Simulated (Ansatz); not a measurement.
**H₂O (singlet): wave-function methods side by side at distance O1–H2 = 1.181 Å, cc-pVTZ**

Aim: climb from Hartree-Fock through coupled cluster and multireference methods for H₂O (singlet) at one geometry and basis, and see what each rung misses.

Computed with Ansatz 0.2.0, Gaussian basis. Level: cc-pVTZ, correlated electrons: outside noble gas.

To be run: UHF; CCSD(T) on RHF; BCCD(T) on RHF; CISD; CCSDT(Q) on RHF; CASSCF and NEVPT2, 2 electrons in 2 orbitals; CASSCF and MRCISD+Q, 8 electrons in 6 orbitals; CASSCF and NEVPT2, 8 electrons in 6 orbitals.

**1. What is computed**

The geometry derives from a PBE0/def2-TZVP stationary point (not a proven minimum). One bond is set to the value named and the two fragments are kept rigid.

3 atoms, charge 0, spin multiplicity 1.

Atoms are counted from 1 here; the program's logs count them from 0.

Bond lengths: O1–H2 1.181 Å, O1–H3 0.960 Å. Angles: H2–O1–H3 105.1°.

Geometry (Å):

```xyz
3
charge 0, multiplicity 1
O     0.0000   -0.0729    0.0098
H     0.0000    0.6456   -0.9275
H     0.0000    0.5109    0.7714
```

In the tables R marks a restricted determinant and U an unrestricted one; 'valence' is the active space of 8 electrons in 6 orbitals; 'pair' is the active space of 2 electrons in 2 orbitals; correlation energies count from the lowest restricted Hartree-Fock solution.

**2. UHF**

Input file in.yaml:

```yaml
crystal:
  periodic: [false, false, false]
  atoms:
    - {symbol: O, position_ang: [0.000000, -0.072856, 0.009834]}
    - {symbol: H, position_ang: [0.000000, 0.645603, -0.927490]}
    - {symbol: H, position_ang: [0.000000, 0.510872, 0.771384]}
basis:
  gaussian: {orbitals: cc-pVTZ}
magnetization: {spin_polarized: true, initial_magnetization: 0}
hamiltonian: {xc: hf}
output: {orbitals: {seedname: orbitals}}
```

Run with:

```
> ansatz run in.yaml --threads 1 --pin off --events-out ev --progress --plain --max-ram 2393MiB
```

The runs that follow: CCSD(T) on RHF; BCCD(T) on RHF; CISD; CCSDT(Q) on RHF; CASSCF and NEVPT2, 2 electrons in 2 orbitals; CASSCF and MRCISD+Q, 8 electrons in 6 orbitals; CASSCF and NEVPT2, 8 electrons in 6 orbitals.

Before running them: what should the planned runs give, taken together? Wanted: correlation energy, RCCSDT(Q); RMP2 from RCCSDT(Q); RCCSD from RCCSDT(Q); RCCSD(T) from RCCSDT(Q); NEVPT2 pair from RCCSDT(Q); NEVPT2 valence from RCCSDT(Q); MRCISD+Q valence from RCCSDT(Q); T1 diagnostic; effectively unpaired electrons.

As calculated:

| quantity | value |
| --- | --- |
| correlation energy, RCCSDT(Q) | -7.7421 eV |
| RMP2 from RCCSDT(Q) | +9.34 kcal/mol |
| RCCSD from RCCSDT(Q) | +5.81 kcal/mol |
| RCCSD(T) from RCCSDT(Q) | +0.37 kcal/mol |
| NEVPT2 pair from RCCSDT(Q) | +8.92 kcal/mol |
| NEVPT2 valence from RCCSDT(Q) | +19.16 kcal/mol |
| MRCISD+Q valence from RCCSDT(Q) | +1.34 kcal/mol |
| levels within 1 kcal/mol (43 meV) | RCCSD(T), BCCD(T), RCCSDT |
| T1 diagnostic | 0.009 |
| effectively unpaired electrons | 0.02 |

RCCSD(T) lands +0.37 kcal/mol from the yardstick (0.2 % of the correlation energy). One determinant dominates. Of the multireference levels listed MRCISD+Q valence comes nearest (+1.34 kcal/mol). These misses are within one basis and frozen core, not against nature; frozen cores of the runs differ by up to some meV.
